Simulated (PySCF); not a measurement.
# How exact exchange moves a shielding

Molecule: `InChI=1S/C2H4/c1-2/h1-2H2`.

Geometry:
```
atom   x (Å)   y (Å)   z (Å)
  C1  -0.645  -0.105   0.062
  C2   0.666   0.071  -0.084
  H3  -1.274   0.646   0.548
  H4  -1.148  -1.006  -0.302
  H5   1.298  -0.676  -0.573
  H6   1.167   0.974   0.279
```

GIAO shieldings (ppm, equivalent atoms averaged) in PySCF 2.14.0 with density-fitted response routines on the PBE0-D3(BJ)/def2-SVP geometry, basis pcSseg-2, gas phase, non-relativistic:

```tsv
functional	exact exchange (%)	σ(C1/C2)
BLYP	0	42.9
BP86	0	46.4
PBE	0	46.1
B3LYP	20	45.4
PBE0	25	49.3
mPW1PW91	25	48.7
HF	100	58.8
```

Problem. Fit each shielding as a line in the percentage of exact exchange.

Solution. σ(C1/C2) = 44.9 + 0.14 x (rms 1.4 ppm). The functionals also differ in their semilocal parts, which the line can't hold; Hartree–Fock has no correlation at all.

Problem. What does the line predict for BHandHLYP (50 %), and what does the run give?

Solution. σ(C1/C2): 51.9 predicted, 49.6 computed ppm.
